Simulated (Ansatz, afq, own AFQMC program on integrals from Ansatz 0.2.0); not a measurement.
**C$_{3}$H$_{9}$AlN, doublet: AFQMC among the cluster methods**

```xyz
14

C     0.1429   -1.4550   -0.8376
N     0.4326   -0.6992    0.3559
C     0.7418   -1.5392    1.4858
Al    0.4094    1.0999    0.4277
C    -0.0360    2.0853   -1.2284
H    -0.7247   -2.1318   -0.7001
H     0.9978   -2.0914   -1.1438
H    -0.0903   -0.7888   -1.6828
H     1.6275   -2.1794    1.2985
H    -0.0960   -2.2193    1.7408
H     0.9571   -0.9313    2.3795
H    -0.0562    3.1746   -1.0734
H    -1.0260    1.7773   -1.6069
H     0.7072    1.8687   -2.0152
```

Basis def2-SVP. Noble-gas cores (and the filled d shells of Ga–Kr and In–Xe) are frozen. Ansatz 0.2.0 and our own AFQMC program on the same integrals; the CISD trial comes from CCSD amplitudes, and released means the phaseless constraint is let go. Uncertainties: one standard error, sampling alone.

Determinant: UHF, the one that the program's search chose, which needn't be the lowest solution. The geometry is a PBE0/def2-SVP stationary point of this or a neighbouring charge and spin state.

No full CI on the walks' own integrals is used here. The released AFQMC energy serves as the reference, which it does only where one determinant dominates, the energy is flat over the last release times and near the phaseless one (40 meV or 2 meV an electron, half that with transition metals). On small molecules, where full CI could be run and the noise was under 10 meV, such values lay within 10 meV of it in 19 cases of 20, a flattering rate, since the rule was set on those same cases; what remains of the bias isn't in the error bar.

Cautions: the released value is read at 0.90 1/Eh with a noise of 24 meV, more than in the cases checked (meV from the phaseless value at times in 1/Eh: -4 ± 32 at 0.21, 4 ± 25 at 0.42, 7 ± 25 at 0.63, 0 ± 24 at 0.90).

The T1 diagnostic is 0.0142, the weight of the determinant in the CISD state is 0.774 and the ⟨S²⟩ of the determinant is 0.755. The size of the correlated space is 29 electrons in 110 orbitals.

Reference: AFQMC with the constraint released, correlation energy -20.079 ± 0.024 eV.

```
        level  E − E(reference) (kcal/mol)  share of correlation (%)
           HF                463.04 ± 0.54                      0.00
          MP2                 52.94 ± 0.54                     88.57
         CCSD                 15.03 ± 0.54                     96.75
      CCSD(T)                  1.61 ± 0.54                     99.65
ph-AFQMC/CISD                  0.01 ± 0.74                    100.00
```

Released energies are given only where the last usable release times agree within the noise; a slower fall can still hide under it.
